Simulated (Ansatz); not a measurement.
## Ansatz (development build ahead of 0.2.0) run

```yaml
crystal:
  periodic: [false, false, false]
  atoms:
    - { symbol: "N", position_ang: [0.0, 0.0, 0.558] }
    - { symbol: "N", position_ang: [0.0, 0.0, -0.558] }
basis:
  gaussian: { orbitals: cc-pVDZ }
total_charge: 1
magnetization:
  initial_magnetization: 1
hamiltonian:
  xc: hf
correlation:
  method: ccsd_t
  frozen_orbitals: { "N": 1 }
```

The input is written out in the form of the current development build from the run's settings. Correlation on restricted open-shell orbitals is semicanonical, with singles.

Output:

```
Converged                       : yes
Reference energy                : -108.36900 hartree
CCSD correlation energy         : -0.33583 hartree
Triples correction              : -0.01809 hartree
Total energy                    : -108.72292 hartree
Spin squared of the determinant : 0.750
```
